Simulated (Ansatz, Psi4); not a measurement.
Heat of formation of NO2F (SMILES O=[N+]([O-])F) from total energies

The species is NO2F (4 atoms), meant as a singlet with charge 0. SMILES: `O=[N+]([O-])F`. The shape is that of a PBE0-D4/def2-TZVP optimisation.

Total energies at HF/cc-pVTZ (Psi4 1.11); the atoms run unrestricted:

```tsv
species	state	energy (Eh)
NO2F	singlet	-303.532543
O	triplet	-74.811757
N	quartet	-54.400686
F	doublet	-99.405525
```

Harmonic wavenumbers at PBE0-D4/def2-TZVP, in cm⁻¹: 597, 621, 796, 867, 1412, 1924.

Measured heats of formation of the gaseous atoms at 298.15 K, in kJ/mol: O 249.2, N 472.4, F 79.4. Spin-orbit lowering of the atoms at 298 K (mean of the ground term's levels less their thermal mean, from spectra), in kJ/mol: O 0.40, F 1.29. Take 1 Eh = 2625.50 kJ/mol, 1 cm⁻¹ = 0.0119627 kJ/mol, RT = 2.479 kJ/mol.

**Question.** What heat of formation follows?

**Answer.** 
1. Electronic atomisation energy: 2 × (-74.811757) + (-54.400686) + (-99.405525) − (-303.532543) = 0.102818 Eh = 269.9 kJ/mol.
2. Zero-point energy: half the sum of the wavenumbers, 3108.5 cm⁻¹ = 37.2 kJ/mol.
3. Thermal vibrational enthalpy, Σ hcν̃/(exp(hcν̃/kT) − 1): 1.2 kJ/mol. Translation, rotation and pV of a non-linear molecule: 4 RT = 9.9 kJ/mol.
4. The 4 free atoms carry 5/2 RT each: 24.8 kJ/mol.
5. Spin-orbit coupling lowers the free atoms by 2 × 0.40 + 1.29 = 2.1 kJ/mol.
6. Atomisation enthalpy at 298 K: 269.9 − 2.1 − 37.2 − 1.2 − 9.9 + 24.8 = 244.3 kJ/mol.
7. Sum of the atoms' heats of formation: 1050.2 kJ/mol. Heat of formation: 1050.2 − 244.3 = +805.9 kJ/mol.

The tabulated value is -108.8 kJ/mol (NIST-JANAF tables), so this level is off by +914.7 kJ/mol, or 78.9 % of the atomisation enthalpy that the table implies (1159.0 kJ/mol). Hartree–Fock leaves out correlation, which is larger in the molecule than in the atoms, so it underbinds and puts the heat of formation too high. Anharmonicity and any spin-orbit splitting of the molecule are left out.
